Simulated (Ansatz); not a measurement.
A run of Ansatz (development build ahead of 0.2.0) on triplet S2 at this shape:

```yaml
atoms:
  - { symbol: S, position_ang: [0.0000, 0.0000, 0.0000] }
  - { symbol: S, position_ang: [0.0000, 0.0000, 2.5000] }
```

Its results:

- Converged: yes
- Reference energy: -794.72137 hartree
- Correlation energy: -0.21624 hartree
- Total energy: -794.93761 hartree
- Spin squared of the determinant: 2.000
- Stability test: minimum among restricted orbitals

Forces (eV/Å):
```csv
atom,Fx,Fy,Fz
S1,0.000,0.000,3.783
S2,0.000,0.000,-3.783
```

Question: Which input gives this output? Name the method, the orbitals and the basis set, and write the input.

Answer: ROHF-MP2 in def2-SVP.

```yaml
crystal:
  periodic: [false, false, false]
  atoms:
    - { symbol: S, position_ang: [0.0, 0.0, 0.0] }
    - { symbol: S, position_ang: [0.0, 0.0, 2.5] }
basis:
  gaussian: { orbitals: def2-SVP }
magnetization:
  initial_magnetization: 2
hamiltonian:
  xc: hf
correlation:
  method: mp2
  frozen_orbitals: { S: 5 }
output:
  forces: true
```

Caution: bonds are stretched, where a single reference can fail.
